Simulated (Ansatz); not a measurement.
Ansatz results at the PBE0-D4/def2-TZVP geometry: LUMO energy (PBE/def2-TZVPP) 0.06 eV; LUMO energy (ωB97M-V/def2-TZVPP) 2.19 eV; HOMO–LUMO gap (PBE0/def2-TZVPP) 5.59 eV.

(1) Which molecule gave them?
A. `SCCCS`
B. `O=C1C=CCO1`
C. `C=P(C)(C)C`
D. `[H]/N=C/C#C`

Results:

(1) C. The others give `SCCCS`: -0.65, 1.97, 6.92; `O=C1C=CCO1`: -2.33, 0.78, 6.64; `[H]/N=C/C#C`: -2.51, 0.70, 6.64.
